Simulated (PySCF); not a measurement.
System: CH3S, net charge 0, doublet state. It need not be the lowest isomer of its formula. SMILES: C[S]
Coordinates optimised at B3LYP-D3(BJ)/def2-TZVP (Ansatz):
```
C
H 1 1.0894
H 1 1.0894 2 110.92
H 1 1.0953 2 107.93 3 118.03
S 1 1.7974 2 111.69 4 116.67
```
Charge 0, spin multiplicity 2.

Dispersion corrections to the total energy (kcal/mol) from the dftd3 and dftd4 libraries through PySCF: D3(BJ) without and D4 with the three-body term, each with the damping fitted for the functional named.

```json
[
 {"functional": "HF", "D3(BJ)": "?", "D4": "-5.22"},
 {"functional": "r2SCAN", "D3(BJ)": "?", "D4": "-0.28"},
 {"functional": "BP86", "D3(BJ)": "-2.29", "D4": "-1.60"},
 {"functional": "B3LYP", "D3(BJ)": "-2.63", "D4": "-2.03"},
 {"functional": "PBE", "D3(BJ)": "-1.49", "D4": "-1.24"},
 {"functional": "B2PLYP", "D3(BJ)": "?", "D4": "-0.85"},
 {"functional": "PBE0", "D3(BJ)": "-1.24", "D4": "-1.02"}
]
```

Question: What belongs in the gaps?

Answer: 
- HF, D3(BJ): -14.68
- r2SCAN, D3(BJ): -0.36
- B2PLYP, D3(BJ): -1.19
